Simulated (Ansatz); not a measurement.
## What a trial cell of Ti2P3 relaxes into

Theory: DFT PBE, scalar-relativistic, plane waves, PAW (Ansatz).

The start puts Ti2P3 on the tetradymite structure type (R-3m, No. 166), with Ti in place of Bi, P in place of Te, at a guessed volume.

The final relaxation ran on this input, with the default PAW datasets:

```yaml
crystal:
  lattice:
    - [1.6589294095, 0.9577833411, 8.121050453]
    - [-1.6589294095, 0.9577833411, 8.121050453]
    - [0.0, -1.9155666823, 8.121050453]
  atoms:
    - { symbol: Ti, position: [0.3935941522, 0.3935941522, 0.3935941522] }
    - { symbol: Ti, position: [0.6064058478, 0.6064058478, 0.6064058478] }
    - { symbol: P, position: [0.0, 0.0, 0.0] }
    - { symbol: P, position: [0.2025298682, 0.2025298682, 0.2025298682] }
    - { symbol: P, position: [0.7974701318, 0.7974701318, 0.7974701318] }
basis:
  ecutwfc: 420
kpoints:
  mp_grid: { grid: [12, 12, 12] }
hamiltonian:
  xc: pbe
scf:
  occupations: { method: gaussian, width: 0.1 }
output:
  forces: true
  stress: true
  eigenvalues: true
relax:
  adjacent_minimum: "off"
  f_tol: 0.01
  max_steps: 80
  cell: { stress_tol: 0.05 }
```

Launched as:

```bash
ansatz run input.yaml --threads 1 --pin off --max-ram 2560MiB --backend cpu --events-out ev --progress --plain --runs-dir out
```

It took 98 s on 1 thread of Arm Neoverse V2 (shared host), peak memory 0.55 GiB.

End of the output:

```
SCF converged after 8 iterations
Free energy (F): -7269.754383 eV
Harris-Foulkes:  -7269.754383 eV  (|F-HF|=9.09e-13)
Internal energy: -7269.738364 eV  (E = F + TS)
E sigma→0 (E₀):  -7269.746373 eV
Entropy (-TS):   -0.016019 eV (-3.204 meV/atom)
Fermi energy:    11.784864 eV
--- Per-component energies (eV) ---
  E_band       = -274.176555
  E_kinetic    = 761.228179
  E_local      = -2291.315821  (includes V_loc(G=0)·N_el)
  E_nonlocal   = 116.766089
  E_hartree    = 967.366059
  E_xc         = -382.743550
  E_vxc        = -430.891920  (∫ρ·V_xc dr)
  E_paw        = -3803.454355  (= ΣΔE_a)
  E_vpaw       = -364.695464  (= ΣTr[D̂ρ^β])
  E_aug_tail   = 0.000263  (compensation charges beyond the density's cutoff)
  E_ewald      = -2637.585228
  E_smearing   = -0.016019  (= −TS)
  E_closure    =  0.000000  (closes the sum)
  Σ components = -7269.754383   (vs F -7269.754383, Δ=0.00e0)
--- Forces (eV/Å), atoms counted from 1 ---
  atom   1  Ti     0.00000000     0.00000000    -0.00445290
  atom   2  Ti     0.00000000     0.00000000     0.00445290
  atom   3  P      0.00000000     0.00000000     0.00000000
  atom   4  P      0.00000000     0.00000000    -0.00121579
  atom   5  P      0.00000000     0.00000000     0.00121579
  max |Σ_I F_I| component: 8.67e-19 eV/Å
--- Stress (GPa, compression-positive) ---
        0.004633       0.000000       0.000000
        0.000000       0.004633       0.000000
        0.000000       0.000000      -0.010999
  P = ⅓ Tr σ = -0.0006 GPa (-0.006 kbar)
--- Relaxed structure (4 steps of the walk, 4 accepted, 1 SCFs on fresh bases) ---
  F+E_penalty+E_count = -7269.75438291 eV   max|allowed force component| = 4.453e-3 eV/Å   (the final SCF, on the basis selected at the relaxed cell)
  cell:  # Å, volume = 77.3715 Å³
    - [1.658603, 0.957595, 8.119058]
    - [-1.658603, 0.957595, 8.119058]
    - [0.000000, -1.915190, 8.119058]
  atoms:
    - { symbol: Ti, position: [0.393640, 0.393640, 0.393640] }
    - { symbol: Ti, position: [0.606360, 0.606360, 0.606360] }
    - { symbol: P, position: [0.000000, 0.000000, 0.000000] }
    - { symbol: P, position: [0.202227, 0.202227, 0.202227] }
    - { symbol: P, position: [0.797773, 0.797773, 0.797773] }
```

Absolute energies hang on the potentials; compare differences alone.

The result has space group R-3m (No. 166). Around Ti lie 3 P at 2.41 Å and 3 P at 2.58 Å; around P on Wyckoff site a (1 atom of the primitive cell) lie 6 Ti at 2.41 Å; P on Wyckoff site c (2 atoms of the primitive cell) has 3 Ti at 2.58 Å and 3 P at 2.58 Å.

Against the elements it lies at -0.68 eV/atom. Formation energies are uncorrected and refer to the elements' standard structures at the same level.

For metals, differences of a few meV/atom aren't resolved.

A structure relaxed within its symmetry needn't be a true minimum.